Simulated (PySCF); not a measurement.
Identify the compound

An unknown has the formula CHClF2. Its calculated NMR data are:

1H NMR (400 MHz, computed): δ 7.22 (m, 1H).

13C{1H} NMR (computed): δ 129.9 (CH).

Calculated, not measured (PySCF 2.14): structure optimised with PBE0-D3(BJ)/def2-TZVP, GIAO B97-2/pcSseg-2 shieldings. A single conformation, no solvent model, non-relativistic, averaged over atoms made equivalent by symmetry, fast rotation or ring inversion.

Chemical shifts δ = σref − σ; 1H (σ = 31.64 ppm) and 13C (σ = 185.38 ppm) vs TMS, all at this level.

Propose a structure and justify it.

## Answers


- Rings plus π bonds: 0.
- Carbon types of the structure: 1 × CH, which accounts for all hydrogens.
- δC 129.9: sp3 CH bonded to Cl and 2 F; 3 electronegative neighbours deshield it.
- δH 7.22: hydrogen on an sp3 CH bonded to Cl and 2 F; its carbon carries Cl and F, hence the downfield position.

Structure: `ClC(F)F`.

Carbons that carry Cl, above all several Cl atoms, come out too deshielded, partly because spin–orbit coupling is missing. Splittings by 19F in the carbon and heteronuclear signals aren't shown, as no couplings were computed. Shifts are as computed. Against solution values, carbons near 30 ppm lie about +3 ppm off and those near 130 ppm about +7 ppm; carbons on Cl a further +5 ppm. Of 1211 compounds with measured shifts, 218 miss one by over three times the rms of a fit or turn the order of signals round; such compounds aren't used in these exercises.
